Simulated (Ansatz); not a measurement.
# CH2BN (SMILES BC#N) at CCSD/STO-3G

Aim: the vertical ionisation energy of CH2BN at CCSD/STO-3G, from 2 runs. 

The calculation is run with Ansatz 0.2.0.

## (1) The molecule

CH2BN has 5 atoms, charge 0, and is taken as a singlet. SMILES: `BC#N`. The shape is that of a PBE0-D4/def2-TZVP optimisation.

Bond lengths: B1–C2 1.522 Å, C2–N3 1.154 Å, B1–H4 1.189 Å, B1–H5 1.189 Å. Angles: B1–C2–N3 180.0°, C2–B1–H4 118.9°, C2–B1–H5 118.9°, H4–B1–H5 122.2°.

## (2) A single-point energy at CCSD/STO-3G

Input file job.yaml:

```yaml
crystal:
  periodic: [false, false, false]
  atoms:
    - {symbol: B, position_ang: [-0.219200, 0.441300, -0.341900]}
    - {symbol: C, position_ang: [0.352700, -0.696700, 0.490700]}
    - {symbol: N, position_ang: [0.786500, -1.559600, 1.122200]}
    - {symbol: H, position_ang: [-0.744300, 0.187400, -1.377600]}
    - {symbol: H, position_ang: [-0.125900, 1.554000, 0.065300]}
basis:
  gaussian:
    orbitals: STO-3G
correlation:
  method: ccsd
  frozen_orbitals: {B: 1, C: 1, H: 0, "N": 1}
accuracy: high
scf:
  omitted_lower_state_checks: [cluster_reference, increment]
```

Launch:

```sh
ansatz run job.yaml --threads 1 --pin off --max-ram 2610MiB --events-out events.jsonl --progress --plain --runs-dir runs
```

Log, shortened:

```text
Warning: RAYON_NUM_THREADS=1 ignored (pool sized by the plan → 1); use --threads N
Functional definition: HF
  name "HF"
[...]
296 factors; integrals over basis functions are off by at most 8.1e-9 eV
[...]
mean field -3173.98967783 eV, -116.6419692528 hartree, gradient 3.8e-8 eV, S^2 0.000000; 0 other end points of the search recorded, 0 dependent functions left out
3 core orbitals not correlated: weight in the atoms' cores, before any rotation towards them, 1.000 or more for the frozen orbitals, at most 0.000 for the correlated occupied ones
reference -3173.98967783 eV, -116.6419692528 hartree; 7, 7 occupied and 7, 7 virtual orbitals, 296 factors
second order -4.90113160 eV of doubles, -0.00000000 eV of singles
cycle   1  -5.03211608 eV  change   -1.3e-1 eV  update   6.4e-2
[...]
cycle  24  -5.35872821 eV  change   2.4e-10 eV  update  2.2e-10
Total energy: -3179.34840604 eV, -116.8388988823 hartree
Checks for a lower state left out: cluster_reference, increment
```

Run time: 0.16 s. Hardware: 1 thread of Arm Neoverse V1, shared host.

## (3) The doublet cation at the same level

Input file in.yaml:

```yaml
crystal:
  periodic: [false, false, false]
  atoms:
    - {symbol: B, position_ang: [-0.219200, 0.441300, -0.341900]}
    - {symbol: C, position_ang: [0.352700, -0.696700, 0.490700]}
    - {symbol: "N", position_ang: [0.786500, -1.559600, 1.122200]}
    - {symbol: H, position_ang: [-0.744300, 0.187400, -1.377600]}
    - {symbol: H, position_ang: [-0.125900, 1.554000, 0.065300]}
basis:
  gaussian: {orbitals: STO-3G}
total_charge: 1
magnetization: {spin_polarized: true, initial_magnetization: 1}
correlation: {method: ccsd, frozen_orbitals: {B: 1, C: 1, H: 0, "N": 1}}
accuracy: high
scf: {omitted_lower_state_checks: [cluster_reference, increment]}
```

Launch:

```sh
ansatz run in.yaml --threads 1 --pin off --max-ram 2610MiB --events-out events.jsonl --progress --plain --runs-dir runs
```

Log, shortened:

```text
Warning: RAYON_NUM_THREADS=1 ignored (pool sized by the plan → 1); use --threads N
[... 2 set-up lines as earlier in the session ...]
[...]
296 factors; integrals over basis functions are off by at most 8.1e-9 eV
[...]
mean field -3163.73315820 eV, -116.2650491086 hartree, gradient 1.5e-8 eV, S^2 1.134934; 16 other end points of the search recorded, 0 dependent functions left out
3 core orbitals not correlated: weight in the atoms' cores, before any rotation towards them, 1.000 or more for the frozen orbitals, at most 0.000 for the correlated occupied ones
reference -3163.73315820 eV, -116.2650491086 hartree; 7, 6 occupied and 7, 8 virtual orbitals, 296 factors
second order -3.46178893 eV of doubles, -0.00000000 eV of singles
cycle   1  -3.93095580 eV  change   -4.7e-1 eV  update   9.9e-2
[...]
cycle  35  -4.83799721 eV  change   -1.5e-9 eV  update   1.2e-9
Total energy: -3168.57115541 eV, -116.4428422268 hartree
Checks for a lower state left out: cluster_reference, increment
```

Wall time 0.44 s (1 thread of Arm Neoverse V1, shared host).

## (4) What came out

At CCSD/STO-3G, 3 core orbitals frozen:

```
                                                   quantity          value
                                singlet CH2BN: total energy  -116.83890 Eh
 singlet CH2BN: correlation energy (3 core orbitals frozen)     -196.9 mEh
                               singlet CH2BN: T1 diagnostic          0.009
                               doublet cation: total energy  -116.44284 Eh
doublet cation: correlation energy (3 core orbitals frozen)     -177.8 mEh
          doublet cation: ⟨S²⟩ of the reference determinant          1.135
                              doublet cation: T1 diagnostic          0.057
         vertical ionisation energy (to the doublet cation)      10.777 eV
```

The vertical ionisation energy comes to 10.78 eV (249 kcal/mol). In a minimal basis such a difference can be off by several eV, whatever the method. ⟨S²⟩ (doublet cation) is 1.13 where a pure doublet has 0.75: the reference is spin-contaminated. The T1 diagnostic (doublet cation) of 0.057 is above the customary mark for such species, so a single reference may not serve.
